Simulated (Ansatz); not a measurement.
Write a Python script for Ansatz 0.2.0 through its Python package that makes the energy of protonation at one site of C2H4S, SMILES C=CS. Use (for the species named): PBE0, 6-31G* basis, multiplicity 1.

Input file `c2h4s.xyz`:
```text
7

C    -0.91380    0.28030   -0.50670
C     0.22450    0.16950    0.06780
S     0.72920   -1.36380    0.62910
H    -1.57220   -0.49530   -0.66490
H    -1.27950    1.29230   -0.89130
H     0.88720    1.04200    0.19380
H     1.98580   -0.99290    1.12640
```

`run_pa.py`:
```python
"""Adding a proton to C2H4S."""

from dataclasses import dataclass

import ansatz
import numpy as np


@dataclass
class Settings:
    basis: str = "6-31G*"
    xc: str = "pbe0"
    charge: int = 1
    force_tol: float = 0.01


cfg = Settings()

geometry = ansatz.Crystal.molecule_from_extxyz("c2h4s.xyz")

calculation = (
    geometry.calculation()
    .basis(gaussian=cfg.basis)
    .functional(cfg.xc)
)
symbols = [site.symbol for site in geometry.cartesian_sites]
start = np.array([site.position_ang for site in geometry.cartesian_sites], dtype=float)
summary = calculation.relax(force_tolerance=0.01, max_steps=100).run(threads=1, pin="off").report
end = np.array(summary["positions_ang"])

# start the new hydrogen opposite the existing bonds
away = sum((end[2] - end[j]) / np.linalg.norm(end[2] - end[j]) for j in [1, 6]) + np.array([0.15, 0.1, -0.2])
proton = end[2] + 1.4 * away / np.linalg.norm(away)
acid = ansatz.Crystal.molecule()
for symbol, place in zip(symbols, end):
    acid = acid.atom(symbol, place.tolist())
acid = acid.atom("H", proton.tolist())
protonated = acid.calculation()
protonated = protonated.basis(gaussian=cfg.basis)
protonated = protonated.functional(cfg.xc)
protonated = protonated.charge(cfg.charge)
protonated = protonated.relax(force_tolerance=cfg.force_tol, max_steps=80)
after = protonated.run(threads=1, pin="off").report
xyz = np.array(after["positions_ang"])
reach = np.linalg.norm(xyz[:-1] - xyz[-1], axis=1)
print(f"base {summary['free_energy_ev']:.5f} eV, protonated {after['free_energy_ev']:.5f} eV")
print(f"the proton ends {reach.min():.3f} A from {symbols[reach.argmin()]}{reach.argmin()}")
print(f"electronic proton affinity {96.485332 * (summary['free_energy_ev'] - after['free_energy_ev']):.1f} kJ/mol")
```

```console
$ python run_pa.py
base -12966.70021 eV, protonated -12974.74994 eV
the proton ends 1.350 A from S2
electronic proton affinity 776.7 kJ/mol
```

Caveats:
- Total energies depend on the basis set; only differences at equal settings carry meaning.
- The proton is put on one chosen atom, which needn't be the most basic site, so the molecule's proton affinity can be higher; the ends are stationary points, not checked by frequencies, and zero-point and thermal terms count only where printed.
- Wall time of the script: 50 s on 1 thread of Arm Neoverse V1, with other jobs on the host, peak memory 0.19 GiB.

(Lines on the test bed's own set-up are left out of the output.)
